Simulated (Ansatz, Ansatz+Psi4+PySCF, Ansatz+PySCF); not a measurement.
```xyz
5

C     0.0000    0.0000   -0.8206
N     0.0000    0.0000   -1.9392
C     0.0000    0.0000    0.5577
H     0.0000   -0.9352    1.1010
H     0.0000    0.9352    1.1010
```

Basis set: cc-pVTZ (spherical functions). Left uncorrelated: 3 orbitals. Correlation on ROHF uses semicanonical orbitals with singles. Charge 0, multiplicity 2.

Computed with Ansatz (development build ahead of 0.2.0); each method stands on the lowest determinant of its kind that the runs found.

The atomization energy at this shape (free ground-state atoms in the same class of orbitals less the molecule, no zero-point energy) of doublet C2H2N:

```
      method  atomization energy
ROHF-CCSD(T)       2052.1 kJ/mol
    ROHF-MP2       2114.7 kJ/mol
```

**Question.** What does UHF-MP2 give?

**Answer.** 2090.1 kJ/mol. Caution: the shape is not the minimum. Caution for ROHF-MP2, UHF-MP2: forces differ strongly between restricted and unrestricted references. Caution for UHF-MP2: the unrestricted determinant is spin contaminated.
